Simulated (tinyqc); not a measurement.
Inside a calculation (part 1 of 2). Method: ROHF in the sto-6g basis, for BH, spin multiplicity 3. This run ends on a higher stationary point, not on the lowest solution. Computed by tinyqc, a small Python program that keeps every step (integrals from PySCF). Settings: charge = 0, multiplicity = 3, basis = sto-6g, energy threshold = 1e-09, iteration cap = 85, orthogonalisation = canonical, start = Wolfsberg-Helmholz matrix, DIIS depth = 3, method = ROHF. Command: `OMP_NUM_THREADS=1 python tinyqc.py 20043 20044 out.jsonl` (the two numbers bound the seeds that draw the settings). One thread of a shared host (Intel(R) Xeon(R) Processor @ 2.60GHz), about 0.1 s of CPU time with the checks. Later iterations appear only in the table of the cycle.

## One-electron integrals

Geometry (angstrom):
```
atom        x        y        z
B     0.00000  0.00000  0.00000
H     0.00000  0.00000  2.23800
```

Basis sto-6g: exponents (1/bohr^2) and contraction coefficients of normalised primitives:
```
element  l (shell)   exponent  coefficient
B            s (1)  506.01115      0.00916
B            s (1)   92.77681      0.04936
B            s (1)   25.95566      0.16854
B            s (1)    8.91645      0.37056
B            s (1)    3.46251      0.41649
B            s (1)    1.42605      0.13033
B            s (2)   23.19458     -0.01325
B            s (2)    4.59081     -0.04699
B            s (2)    1.42682     -0.03379
B            s (2)    0.54895      0.25024
B            s (2)    0.23841      0.59512
B            s (2)    0.10928      0.24071
B            p (3)   23.19458      0.00376
B            p (3)    4.59081      0.03768
B            p (3)    1.42682      0.17390
B            p (3)    0.54895      0.41804
B            p (3)    0.23841      0.42586
B            p (3)    0.10928      0.10171
H            s (1)   35.52322      0.00916
H            s (1)    6.51314      0.04936
H            s (1)    1.82214      0.16854
H            s (1)    0.62596      0.37056
H            s (1)    0.24308      0.41649
H            s (1)    0.10011      0.13033
```

Overlap, kinetic and nuclear-attraction integrals over the contracted functions; the nuclear repulsion is the sum of Za Zb / Rab.

nuclear repulsion = 1.1822547 hartree

overlap S, lower triangle:
```
          1B 1s    1B 2s   1B 2px   1B 2py   1B 2pz    2H 1s
1B 1s   1.00000
1B 2s   0.26489  1.00000
1B 2px  0.00000  0.00000  1.00000
1B 2py  0.00000  0.00000  0.00000  1.00000
1B 2pz  0.00000  0.00000  0.00000  0.00000  1.00000
2H 1s   0.00624  0.11428  0.00000  0.00000  0.14714  1.00000
```

kinetic energy T (hartree), lower triangle:
```
           1B 1s     1B 2s   1B 2px   1B 2py    1B 2pz    2H 1s
1B 1s   10.94724
1B 2s   -0.33388   0.37450
1B 2px   0.00000   0.00000  1.12503
1B 2py   0.00000   0.00000  0.00000  1.12503
1B 2pz   0.00000   0.00000  0.00000  0.00000   1.12503
2H 1s   -0.00293  -0.01216  0.00000  0.00000  -0.00011  0.76852
```

nuclear attraction V (hartree), lower triangle:
```
            1B 1s     1B 2s    1B 2px    1B 2py    1B 2pz     2H 1s
1B 1s   -23.62817
1B 2s    -2.80682  -3.98650
1B 2px    0.00000   0.00000  -3.97762
1B 2py    0.00000   0.00000   0.00000  -3.97762
1B 2pz   -0.00552  -0.05362   0.00000   0.00000  -4.00375
2H 1s    -0.07162  -0.30396   0.00000   0.00000  -0.36691  -2.42161
```

core Hamiltonian H = T + V (hartree), lower triangle:
```
            1B 1s     1B 2s    1B 2px    1B 2py    1B 2pz     2H 1s
1B 1s   -12.68093
1B 2s    -3.14070  -3.61200
1B 2px    0.00000   0.00000  -2.85259
1B 2py    0.00000   0.00000   0.00000  -2.85259
1B 2pz   -0.00552  -0.05362   0.00000   0.00000  -2.87872
2H 1s    -0.07455  -0.31613   0.00000   0.00000  -0.36702  -1.65309
```

## Two-electron integrals

Functions are numbered as in S; the eight-fold symmetry (ij|kl) = (ji|kl) = (kl|ij) leaves the list below.

Two-electron integrals (ij|kl) in chemists' order, unique and non-zero (hartree):
```
(11|11) 2.92499   (21|11) 0.48076   (21|21) 0.09948   (22|11) 0.74345
(22|21) 0.18897   (22|22) 0.54492   (31|31) 0.02110   (32|31) 0.03085
(32|32) 0.12044   (33|11) 0.74345   (33|21) 0.18897   (33|22) 0.54492
(33|33) 0.58711   (41|41) 0.02110   (42|41) 0.03085   (42|42) 0.12044
(43|43) 0.03164   (44|11) 0.74345   (44|21) 0.18897   (44|22) 0.54492
(44|33) 0.52383   (44|44) 0.58711   (51|51) 0.02110   (52|51) 0.03085
(52|52) 0.12044   (53|53) 0.03164   (54|54) 0.03164   (55|11) 0.74345
(55|21) 0.18897   (55|22) 0.54492   (55|33) 0.52383   (55|44) 0.52383
(55|55) 0.58711   (61|11) 0.01151   (61|21) 0.00232   (61|22) 0.00441
(61|33) 0.00439   (61|44) 0.00439   (61|51) 0.00018   (61|52) 0.00036
(61|55) 0.00445   (61|61) 0.00006   (62|11) 0.04841   (62|21) 0.01265
(62|22) 0.04297   (62|33) 0.04168   (62|44) 0.04168   (62|51) 0.00138
(62|52) 0.00973   (62|55) 0.04556   (62|61) 0.00032   (62|62) 0.00629
(63|31) 0.00096   (63|32) 0.00505   (63|53) 0.00156   (63|63) 0.00047
(64|41) 0.00096   (64|42) 0.00505   (64|54) 0.00156   (64|64) 0.00047
(65|11) 0.05511   (65|21) 0.01453   (65|22) 0.05138   (65|33) 0.04908
(65|44) 0.04908   (65|51) 0.00224   (65|52) 0.01515   (65|55) 0.05598
(65|61) 0.00037   (65|62) 0.00863   (65|65) 0.01210   (66|11) 0.23640
(66|21) 0.06262   (66|22) 0.23573   (66|33) 0.22750   (66|44) 0.22750
(66|51) 0.00551   (66|52) 0.05265   (66|55) 0.25218   (66|61) 0.00156
(66|62) 0.05243   (66|65) 0.07645   (66|66) 0.77500
```

## Orthogonalisation

S = U s U^T; canonical form X = U s^(-1/2), so that X^T S X = 1. Each column of U has its largest component positive (the first on a tie).

eigenvalues of S: 0.70682  0.86554  1.00000  1.00000  1.12908  1.29856

X:
```
               1         2         3        4         5        6
1B 1s   -0.73209   0.37768   0.00000  0.00000  -0.33077  0.53680
1B 2s    0.81984  -0.17597   0.00000  0.00000  -0.17459  0.59757
1B 2px   0.00000   0.00000   0.96616  0.25793   0.00000  0.00000
1B 2py   0.00000   0.00000  -0.25793  0.96616   0.00000  0.00000
1B 2pz   0.20394   0.73144   0.00000  0.00000   0.64920  0.15619
2H 1s   -0.40634  -0.66839   0.00000  0.00000   0.56950  0.31692
```

Within a degenerate level the vectors are fixed only up to a rotation; this is one choice.

## Starting guess

The start is the generalised Wolfsberg-Helmholz matrix (K = 1.75) built on H; D(s) = C_occ C_occ^T for each spin.

D(alpha) at the start, lower triangle:
```
           1B 1s    1B 2s   1B 2px   1B 2py   1B 2pz    2H 1s
1B 1s    0.97566
1B 2s    0.04060  0.01475
1B 2px   0.00000  0.00000  1.00000
1B 2py   0.00000  0.00000  0.00000  1.00000
1B 2pz  -0.03369  0.10857  0.00000  0.00000  0.92724
2H 1s   -0.00874  0.01524  0.00000  0.00000  0.13168  0.01872
```

D(beta) at the start, lower triangle:
```
           1B 1s    1B 2s   1B 2px   1B 2py   1B 2pz    2H 1s
1B 1s    0.97566
1B 2s    0.04060  0.01475
1B 2px   0.00000  0.00000  0.00000
1B 2py   0.00000  0.00000  0.00000  0.00000
1B 2pz  -0.03369  0.10857  0.00000  0.00000  0.92724
2H 1s   -0.00874  0.01524  0.00000  0.00000  0.13168  0.01872
```

## Iteration 1: building the Fock matrix

J_ij = sum D_kl (ij|kl) with D = D(alpha) + D(beta), K_ij = sum D_kl (ik|jl) for each spin; F = H + J - K(s); E = tr D H + tr D J / 2 - 0.5 sum_s tr D(s) K(s) + E_nn.

Coulomb J (hartree), lower triangle:
```
          1B 1s    1B 2s   1B 2px   1B 2py   1B 2pz    2H 1s
1B 1s   8.71366
1B 2s   1.69889  3.63621
1B 2px  0.00000  0.00000  3.61659
1B 2py  0.00000  0.00000  0.00000  3.61659
1B 2pz  0.01202  0.05868  0.00000  0.00000  3.67546
2H 1s   0.04041  0.27656  0.00000  0.00000  0.32941  1.49564
```

exchange K(alpha) (hartree), lower triangle:
```
           1B 1s    1B 2s   1B 2px   1B 2py   1B 2pz    2H 1s
1B 1s    2.95599
1B 2s    0.59644  0.47678
1B 2px   0.00000  0.00000  0.67351
1B 2py   0.00000  0.00000  0.00000  0.67351
1B 2pz  -0.00126  0.07378  0.00000  0.00000  0.64793
2H 1s    0.01704  0.04606  0.00000  0.00000  0.09891  0.05039
```

exchange K(beta) (hartree), lower triangle:
```
           1B 1s    1B 2s   1B 2px   1B 2py   1B 2pz    2H 1s
1B 1s    2.91379
1B 2s    0.53473  0.23589
1B 2px   0.00000  0.00000  0.05476
1B 2py   0.00000  0.00000  0.00000  0.05476
1B 2pz  -0.00126  0.07378  0.00000  0.00000  0.58465
2H 1s    0.01512  0.03596  0.00000  0.00000  0.09578  0.04945
```

F(alpha) (hartree), lower triangle:
```
           1B 1s     1B 2s   1B 2px   1B 2py    1B 2pz     2H 1s
1B 1s   -6.92326
1B 2s   -2.03824  -0.45256
1B 2px   0.00000   0.00000  0.09049
1B 2py   0.00000   0.00000  0.00000  0.09049
1B 2pz   0.00776  -0.06873  0.00000  0.00000   0.14881
2H 1s   -0.05118  -0.08563  0.00000  0.00000  -0.13652  -0.20784
```

F(beta) (hartree), lower triangle:
```
           1B 1s     1B 2s   1B 2px   1B 2py    1B 2pz     2H 1s
1B 1s   -6.88107
1B 2s   -1.97654  -0.21168
1B 2px   0.00000   0.00000  0.70924
1B 2py   0.00000   0.00000  0.00000  0.70924
1B 2pz   0.00776  -0.06873  0.00000  0.00000   0.21209
2H 1s   -0.04926  -0.07553  0.00000  0.00000  -0.13340  -0.20690
```

total energy of this density = -23.8681385 hartree

## Iteration 1: Roothaan effective Fock matrix

With projectors Pc = D(beta) S, Po = (D(alpha) - D(beta)) S, Pv = 1 - D(alpha) S, the block xy is Px^T F Py; with Fc = (F(alpha) + F(beta))/2, the blocks are Fc for cc, oo, vv and cv, F(beta) for co and F(alpha) for ov.

effective F (hartree), lower triangle:
```
           1B 1s     1B 2s   1B 2px   1B 2py    1B 2pz     2H 1s
1B 1s   -6.90216
1B 2s   -2.00739  -0.33212
1B 2px   0.00000   0.00000  0.39986
1B 2py   0.00000   0.00000  0.00000  0.39986
1B 2pz   0.00776  -0.06873  0.00000  0.00000   0.18045
2H 1s   -0.05022  -0.08058  0.00000  0.00000  -0.13496  -0.20737
```

## Iteration 1: diagonalisation and new density

Diagonalise F' = X^T F X, C = X C', fill 4 alpha and 2 beta electrons from the bottom; D(s) = C_occ C_occ^T. Each column has its largest component positive (the first on a tie).

F' = X^T F X (hartree), lower triangle:
```
          1         2        3        4         5         6
1  -1.51867
2   1.08448  -0.56375
3   0.00000   0.00000  0.39986
4   0.00000   0.00000  0.00000  0.39986
5  -1.31172   1.02793  0.00000  0.00000  -1.04091
6   2.58082  -1.55644  0.00000  0.00000   1.73064  -3.48429
```

orbital energies (hartree): MO1 -6.90699, MO2 -0.23778, MO3 0.22538, MO4 0.31177, MO5 0.39986, MO6 0.39986

coefficients C:
```
             MO1       MO2       MO3       MO4      MO5       MO6
1B 1s    0.99252  -0.03910  -0.13992  -0.26449  0.00000   0.00000
1B 2s    0.02702   0.11193   0.49666   0.91145  0.00000   0.00000
1B 2px   0.00000   0.00000   0.00000   0.00000  0.49210   0.87054
1B 2py   0.00000   0.00000   0.00000   0.00000  0.87054  -0.49210
1B 2pz  -0.00061   0.23868   0.85898  -0.47710  0.00000   0.00000
2H 1s   -0.00172   0.91854  -0.43906  -0.01126  0.00000   0.00000
```

D(alpha) after iteration 1, lower triangle:
```
           1B 1s     1B 2s   1B 2px   1B 2py    1B 2pz    2H 1s
1B 1s    1.07616
1B 2s   -0.28813   1.09067
1B 2px   0.00000   0.00000  0.00000
1B 2py   0.00000   0.00000  0.00000  0.00000
1B 2pz  -0.00394   0.01848  0.00000  0.00000   1.02244
2H 1s    0.02680  -0.12556  0.00000  0.00000  -0.15253  1.03663
```

D(beta) after iteration 1, lower triangle:
```
           1B 1s    1B 2s   1B 2px   1B 2py   1B 2pz    2H 1s
1B 1s    0.98662
1B 2s    0.02244  0.01326
1B 2px   0.00000  0.00000  0.00000
1B 2py   0.00000  0.00000  0.00000  0.00000
1B 2pz  -0.00994  0.02670  0.00000  0.00000  0.05697
2H 1s   -0.03762  0.10276  0.00000  0.00000  0.21924  0.84373
```

Within a degenerate level the vectors are fixed only up to a rotation; this is one choice.

## Iteration 2: building the Fock matrix

As before.

Coulomb J (hartree), lower triangle:
```
          1B 1s    1B 2s   1B 2px   1B 2py   1B 2pz    2H 1s
1B 1s   7.85077
1B 2s   1.47046  3.07096
1B 2px  0.00000  0.00000  3.03248
1B 2py  0.00000  0.00000  0.00000  3.03248
1B 2pz  0.01279  0.11059  0.00000  0.00000  3.14794
2H 1s   0.03519  0.29005  0.00000  0.00000  0.36938  2.45647
```

exchange K(alpha) (hartree), lower triangle:
```
          1B 1s    1B 2s   1B 2px   1B 2py   1B 2pz    2H 1s
1B 1s   3.00082
1B 2s   0.51142  0.70908
1B 2px  0.00000  0.00000  0.16743
1B 2py  0.00000  0.00000  0.00000  0.16743
1B 2pz  0.00003  0.00386  0.00000  0.00000  0.72835
2H 1s   0.01309  0.07731  0.00000  0.00000  0.10004  0.78640
```

exchange K(beta) (hartree), lower triangle:
```
           1B 1s    1B 2s   1B 2px   1B 2py   1B 2pz    2H 1s
1B 1s    2.90969
1B 2s    0.49800  0.13817
1B 2px   0.00000  0.00000  0.02765
1B 2py   0.00000  0.00000  0.00000  0.02765
1B 2pz  -0.00049  0.04185  0.00000  0.00000  0.09494
2H 1s    0.01285  0.08576  0.00000  0.00000  0.13361  0.69936
```

F(alpha) (hartree), lower triangle:
```
           1B 1s     1B 2s   1B 2px   1B 2py    1B 2pz    2H 1s
1B 1s   -7.83098
1B 2s   -2.18167  -1.25012
1B 2px   0.00000   0.00000  0.01245
1B 2py   0.00000   0.00000  0.00000  0.01245
1B 2pz   0.00724   0.05310  0.00000  0.00000  -0.45914
2H 1s   -0.05245  -0.10340  0.00000  0.00000  -0.09769  0.01698
```

F(beta) (hartree), lower triangle:
```
           1B 1s     1B 2s   1B 2px   1B 2py    1B 2pz    2H 1s
1B 1s   -7.73985
1B 2s   -2.16824  -0.67921
1B 2px   0.00000   0.00000  0.15224
1B 2py   0.00000   0.00000  0.00000  0.15224
1B 2pz   0.00776   0.01512  0.00000  0.00000   0.17427
2H 1s   -0.05221  -0.11184  0.00000  0.00000  -0.13126  0.10402
```

total energy of this density = -24.5083672 hartree

## Iteration 2: Roothaan effective Fock matrix

As before.

effective F (hartree), lower triangle:
```
           1B 1s     1B 2s   1B 2px   1B 2py    1B 2pz    2H 1s
1B 1s   -7.78549
1B 2s   -2.17380  -0.95845
1B 2px   0.00000   0.00000  0.08235
1B 2py   0.00000   0.00000  0.00000  0.08235
1B 2pz   0.00696   0.04717  0.00000  0.00000  -0.11276
2H 1s   -0.05272  -0.09732  0.00000  0.00000  -0.08059  0.03743
```

## Iteration 2: DIIS over 2 matrices

error matrix X^T (FDS - SDF) X:
```
          1        2        3        4         5         6
1   0.00000  0.05183  0.00000  0.00000  -0.12100  -0.00078
2  -0.05183  0.00000  0.00000  0.00000  -0.04933  -0.07602
3   0.00000  0.00000  0.00000  0.00000   0.00000   0.00000
4   0.00000  0.00000  0.00000  0.00000   0.00000   0.00000
5   0.12100  0.04933  0.00000  0.00000   0.00000   0.03718
6   0.00078  0.07602  0.00000  0.00000  -0.03718   0.00000
```

B (overlaps of the stored error matrices):
```
                1               2
1   4.8716705e-01  -4.4057015e-02
2  -4.4057015e-02   5.3844903e-02
```

Minimise |sum c_i e_i|^2 with sum c_i = 1: solve [B -1; -1 0][c; lambda] = [0; -1] with B_ij = tr e_i^T e_j, and take F = sum c_i F_i.

DIIS coefficients: 0.15562  0.84438

extrapolated F (hartree), lower triangle:
```
           1B 1s     1B 2s   1B 2px   1B 2py    1B 2pz     2H 1s
1B 1s   -7.64803
1B 2s   -2.14790  -0.86098
1B 2px   0.00000   0.00000  0.13176
1B 2py   0.00000   0.00000  0.00000  0.13176
1B 2pz   0.00708   0.02914  0.00000  0.00000  -0.06713
2H 1s   -0.05233  -0.09472  0.00000  0.00000  -0.08905  -0.00067
```

## Iteration 2: diagonalisation and new density

As before.

F' = X^T F X (hartree), lower triangle:
```
          1         2        3        4         5         6
1  -2.04791
2   1.36621  -0.78066
3   0.00000   0.00000  0.13176
4   0.00000   0.00000  0.00000  0.13176
5  -1.44192   0.88407  0.00000  0.00000  -1.17651
6   2.60519  -1.68998  0.00000  0.00000   2.01556  -3.94687
```

orbital energies (hartree): MO1 -7.65021, MO2 -0.28752, MO3 -0.11260, MO4 0.09839, MO5 0.13176, MO6 0.13176

coefficients C:
```
             MO1       MO2       MO3       MO4       MO5      MO6
1B 1s    0.99511  -0.28385   0.01670   0.07117   0.00000  0.00000
1B 2s    0.01793   1.00444  -0.06846  -0.27707   0.00000  0.00000
1B 2px   0.00000   0.00000   0.00000   0.00000   0.94063  0.33944
1B 2py   0.00000   0.00000   0.00000   0.00000  -0.33944  0.94063
1B 2pz  -0.00085  -0.09150   0.80982  -0.59855   0.00000  0.00000
2H 1s   -0.00111   0.15168   0.48207   0.88387   0.00000  0.00000
```

D(alpha) after iteration 2, lower triangle:
```
           1B 1s     1B 2s   1B 2px   1B 2py    1B 2pz    2H 1s
1B 1s    1.07616
1B 2s   -0.28813   1.09067
1B 2px   0.00000   0.00000  0.00000
1B 2py   0.00000   0.00000  0.00000  0.00000
1B 2pz  -0.00394   0.01848  0.00000  0.00000   1.02244
2H 1s    0.02680  -0.12556  0.00000  0.00000  -0.15253  1.03663
```

D(beta) after iteration 2, lower triangle:
```
           1B 1s     1B 2s   1B 2px   1B 2py    1B 2pz    2H 1s
1B 1s    1.07081
1B 2s   -0.26726   1.00922
1B 2px   0.00000   0.00000  0.00000
1B 2py   0.00000   0.00000  0.00000  0.00000
1B 2pz   0.02513  -0.09192  0.00000  0.00000   0.00837
2H 1s   -0.04416   0.15233  0.00000  0.00000  -0.01388  0.02301
```

Within a degenerate level the vectors are fixed only up to a rotation; this is one choice.

## Iteration 3: building the Fock matrix

As before.

Coulomb J (hartree), lower triangle:
```
          1B 1s    1B 2s   1B 2px   1B 2py   1B 2pz    2H 1s
1B 1s   8.30772
1B 2s   1.57537  3.32709
1B 2px  0.00000  0.00000  3.29732
1B 2py  0.00000  0.00000  0.00000  3.29732
1B 2pz  0.00152  0.03487  0.00000  0.00000  3.38661
2H 1s   0.03749  0.27874  0.00000  0.00000  0.34308  1.98399
```

exchange K(alpha) (hartree), lower triangle:
```
          1B 1s    1B 2s   1B 2px   1B 2py   1B 2pz    2H 1s
1B 1s   3.00082
1B 2s   0.51142  0.70908
1B 2px  0.00000  0.00000  0.16743
1B 2py  0.00000  0.00000  0.00000  0.16743
1B 2pz  0.00003  0.00386  0.00000  0.00000  0.72835
2H 1s   0.01309  0.07731  0.00000  0.00000  0.10004  0.78640
```

exchange K(beta) (hartree), lower triangle:
```
           1B 1s     1B 2s   1B 2px   1B 2py   1B 2pz    2H 1s
1B 1s    2.97540
1B 2s    0.48082   0.56833
1B 2px   0.00000   0.00000  0.12934
1B 2py   0.00000   0.00000  0.00000  0.12934
1B 2pz  -0.00125  -0.04768  0.00000  0.00000  0.13571
2H 1s    0.01058   0.07062  0.00000  0.00000  0.01177  0.03631
```

F(alpha) (hartree), lower triangle:
```
           1B 1s     1B 2s   1B 2px   1B 2py    1B 2pz     2H 1s
1B 1s   -7.37403
1B 2s   -2.07675  -0.99399
1B 2px   0.00000   0.00000  0.27730
1B 2py   0.00000   0.00000  0.00000  0.27730
1B 2pz  -0.00403  -0.02262  0.00000  0.00000  -0.22046
2H 1s   -0.05015  -0.11471  0.00000  0.00000  -0.12398  -0.45550
```

F(beta) (hartree), lower triangle:
```
           1B 1s     1B 2s   1B 2px   1B 2py    1B 2pz    2H 1s
1B 1s   -7.34861
1B 2s   -2.04615  -0.85324
1B 2px   0.00000   0.00000  0.31539
1B 2py   0.00000   0.00000  0.00000  0.31539
1B 2pz  -0.00275   0.02892  0.00000  0.00000   0.37218
2H 1s   -0.04764  -0.10801  0.00000  0.00000  -0.03571  0.29459
```

total energy of this density = -24.8389403 hartree

## Iteration 3: Roothaan effective Fock matrix

As before.

effective F (hartree), lower triangle:
```
           1B 1s     1B 2s   1B 2px   1B 2py    1B 2pz     2H 1s
1B 1s   -7.36134
1B 2s   -2.06072  -0.93246
1B 2px   0.00000   0.00000  0.29635
1B 2py   0.00000   0.00000  0.00000  0.29635
1B 2pz  -0.00187   0.01352  0.00000  0.00000   0.07446
2H 1s   -0.05199  -0.07699  0.00000  0.00000  -0.07995  -0.06123
```

## Iteration 3: DIIS over 3 matrices

error matrix X^T (FDS - SDF) X:
```
          1         2        3        4         5         6
1   0.00000   0.03528  0.00000  0.00000  -0.00066  -0.01788
2  -0.03528   0.00000  0.00000  0.00000   0.00597  -0.02835
3   0.00000   0.00000  0.00000  0.00000   0.00000   0.00000
4   0.00000   0.00000  0.00000  0.00000   0.00000   0.00000
5   0.00066  -0.00597  0.00000  0.00000   0.00000  -0.00679
6   0.01788   0.02835  0.00000  0.00000   0.00679   0.00000
```

B (overlaps of the stored error matrices), lower triangle:
```
                1              2              3
1   4.8716705e-01
2  -4.4057015e-02  5.3844903e-02
3  -1.2221645e-02  7.0606975e-03  4.8996963e-03
```

As before.

DIIS coefficients: 0.03154  -0.02440  0.99285

extrapolated F (hartree), lower triangle:
```
           1B 1s     1B 2s   1B 2px   1B 2py    1B 2pz     2H 1s
1B 1s   -7.33651
1B 2s   -2.05627  -0.91289
1B 2px   0.00000   0.00000  0.30483
1B 2py   0.00000   0.00000  0.00000  0.30483
1B 2pz  -0.00178   0.01010  0.00000  0.00000   0.08237
2H 1s   -0.05191  -0.07661  0.00000  0.00000  -0.08167  -0.06825
```
